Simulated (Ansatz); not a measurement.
Geometry optimisation, Ansatz, RKS PBE0/def2-SVP.

The input (input.yaml):

```yaml
crystal:
  periodic: [false, false, false]
  atoms:
    - { symbol: C, position_ang: [-1.0683, -0.7604, -0.9714] }
    - { symbol: C, position_ang: [-0.4185, -0.5798, 0.151] }
    - { symbol: C, position_ang: [0.3291, 0.6036, 0.635] }
    - { symbol: O, position_ang: [1.7468, 0.1652, 0.9354] }
    - { symbol: Cl, position_ang: [0.5189, 1.9274, -0.5187] }
    - { symbol: H, position_ang: [-1.2038, 0.0919, -1.7219] }
    - { symbol: H, position_ang: [-1.6026, -1.6457, -1.1982] }
    - { symbol: H, position_ang: [-0.3515, -1.4129, 0.8222] }
    - { symbol: H, position_ang: [-0.0823, 1.0055, 1.6108] }
    - { symbol: H, position_ang: [2.2152, 0.554, 0.2588] }
basis:
  gaussian: { orbitals: def2-SVP }
hamiltonian:
  xc: pbe0
relax:
  f_tol: 0.015
  max_steps: 40
```

Command:

```bash
$ ansatz run input.yaml --threads 2 --pin off --max-ram 3072MiB --backend cpu --events-out ev --progress --plain --runs-dir out
```

Question: Where does it end, and by what steps?

Answer: The run converged. After 13 steps the energy has fallen by 0.643 eV; H10 moved furthest, 0.59 Å.

```csv
step,energy less start (eV),largest force component (eV/Å),accepted
0,0.0000,4.279,yes
1,-0.3686,1.838,yes
2,-0.4603,1.154,yes
3,-0.5519,0.746,yes
4,-0.5933,0.571,yes
5,-0.6208,0.230,yes
6,-0.6286,0.869,yes
7,-0.6389,0.343,yes
8,-0.6420,0.095,yes
9,-0.6429,0.077,yes
10,-0.6432,0.047,yes
11,-0.6432,0.031,yes
12,-0.6434,0.020,yes
13,-0.6435,0.013,yes
```

```xyz
10
Properties=species:S:1:pos:R:3
C -1.028 -0.694 -0.975
C -0.337 -0.562 0.154
C 0.380 0.659 0.656
O 1.690 0.396 0.970
Cl 0.243 2.047 -0.518
H -1.143 0.146 -1.665
H -1.499 -1.645 -1.236
H -0.228 -1.411 0.841
H -0.096 1.037 1.572
H 2.102 -0.025 0.204
```

Run time: 39 s on 2 threads of Arm Neoverse V1, with other jobs on the host, peak memory 0.21 GiB.
